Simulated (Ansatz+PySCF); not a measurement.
# doublet H4O2(+) in separate pieces: levels of theory in one basis

```xyz
6

O     0.0000    0.0000   -0.1197
H     0.0000    0.7542    0.4787
H     0.0000   -0.7542    0.4787
O    30.0512    0.0604    0.0897
H    30.1376   -0.8730   -0.1296
H    29.4529    0.3902   -0.5885
```

Basis set: STO-3G (spherical functions). Frozen core: 2 orbitals. Correlation on ROHF uses semicanonical orbitals with singles. Charge 1, multiplicity 2.

Computed with Ansatz (development build ahead of 0.2.0); each method stands on the lowest determinant of its kind that the runs found. NEVPT2 correlates all electrons. Active spaces start from the frontier orbitals, and the lowest solution found is given.

```json
{"method": "ROHF", "E − E(ROHF) (eV)": "0.00", "<S²> of the determinant": "0.75"}
{"method": "UHF", "E − E(ROHF) (eV)": "-0.05", "<S²> of the determinant": "0.76"}
{"method": "ROHF-MP2", "E − E(ROHF) (eV)": "-1.78", "<S²> of the determinant": "–"}
{"method": "UHF-MP2", "E − E(ROHF) (eV)": "-1.80", "<S²> of the determinant": "0.76"}
{"method": "UHF-CCSD", "E − E(ROHF) (eV)": "-2.50", "<S²> of the determinant": "0.76"}
{"method": "ROHF-CCSD(T)", "E − E(ROHF) (eV)": "-2.50", "<S²> of the determinant": "–"}
{"method": "full CI (lowest root of this spin)", "E − E(ROHF) (eV)": "-2.50", "<S²> of the determinant": "–"}
{"method": "CASSCF(3,2)", "E − E(ROHF) (eV)": "0.00", "<S²> of the determinant": "–"}
{"method": "SC-NEVPT2(3,2)", "E − E(ROHF) (eV)": "-1.79", "<S²> of the determinant": "–"}
```

(1) Is a single determinant a sound starting point here?

Results:

(1) By this sign, yes. Unrestricted orbitals gain 0.05 eV and <S²> is 0.76 against 0.75 for a pure state. The CASSCF(3,2) natural occupations are 2.00, 1.00.

Caution for ROHF-MP2, UHF-MP2: MP2 on this radical cation hangs on the determinant chosen.
